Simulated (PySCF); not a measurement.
CH6Si, SMILES C[SiH3]. Atoms are numbered in the order given.

```xyz
8

Si     0.0000     0.0000    -0.6340
C      0.0000     0.0000     1.2421
H      1.2024    -0.6942    -1.1564
H      0.0000     1.3884    -1.1564
H     -1.2024    -0.6942    -1.1564
H      0.0000    -1.0198     1.6311
H     -0.8832     0.5099     1.6311
H      0.8832     0.5099     1.6311
```

The structure is a stationary point at B3LYP-D3(BJ)/def2-TZVP. The isomer is the one that the SMILES or the coordinates give; other isomers of the formula were not compared.

Two levels are set side by side: PBE/pcSseg-2 (PySCF) and B3LYP/pcSseg-2 (PySCF). GIAO shifts against TMS (²⁹Si), TMS (¹H), TMS (¹³C) at the same level; non-relativistic, no solvent, atoms listed together averaged. Differences are taken from unrounded values.

```csv
quantity,B3LYP,PBE,PBE minus B3LYP
δ(²⁹Si) of Si1 (ppm),-73.8,-76.2,-2.4
δ(¹³C) of C2 (ppm),-10.2,-11.2,-1.1
"δ(¹H) of H3, H4, H5 (ppm)",3.98,4.10,0.12
"δ(¹H) of H6, H7, H8 (ppm)",0.18,0.15,-0.03
```

Rough cost on one machine, each run with all the roots and properties that it gave: B3LYP against PBE within a factor of 2.
